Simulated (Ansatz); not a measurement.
Worked example: AsH3⁺, doublet against AsH3, singlet

Geometry (PBE0/def2-TZVP stationary point of a singlet), kept for both states:

```yaml
atoms:
  - { symbol: As, position_ang: [0.0002, 0.0000, -0.0329] }
  - { symbol: H, position_ang: [1.2593, 0.0140, 0.8215] }
  - { symbol: H, position_ang: [-0.6489, 1.0868, 0.8116] }
  - { symbol: H, position_ang: [-0.6239, -1.1021, 0.8106] }
```

Basis 6-31G (Cartesian d functions); Ansatz 0.2.0. Only valence electrons are correlated (noble-gas cores and the filled d shells of p-block atoms frozen). R marks a restricted (for open shells ROHF) determinant. No spin–orbit coupling is included, and no scalar relativity.

Full CI is exact within this basis and frozen core; it isn't the basis-set limit.

```
   level  E(AsH3, singlet) (hartree)  E(AsH3⁺, doublet) (hartree)
RCCSD(T)                -2235.643621                 -2235.287106
     PBE                -2236.938338                 -2236.560001
  r2SCAN                -2237.260949                 -2236.881065
 full CI                -2235.643881                 -2235.287471
```

Give the vertical gap, AsH3⁺ doublet less AsH3 singlet, at each level in eV (1 hartree = 27.2114 eV), and each error against full CI.

full CI: (-2235.287471 − (-2235.643881)) × 27.2114 = 9.698 eV (the reference)
r2SCAN: (-2236.881065 − (-2237.260949)) × 27.2114 = 10.337 eV, error 0.639 eV
PBE: (-2236.560001 − (-2236.938338)) × 27.2114 = 10.295 eV, error 0.597 eV
RCCSD(T): (-2235.287106 − (-2235.643621)) × 27.2114 = 9.701 eV, error 0.003 eV

Total energies of functionals can't be set beside those of wave-function methods, since they hold the core's correlation and their own absolute errors; only the differences compare.

The set has no polarisation functions, so the order and spacing of states can differ from the basis-set limit.

In so small a basis the reference is far from its limit while semilocal and hybrid functionals are nearer theirs, so the functionals' errors here hold much of the reference's basis and frozen-core error, which can add to them or hide them.

Each level lands on the state that its own search finds. T1 diagnostics of restricted CCSD: 0.008 and 0.010.
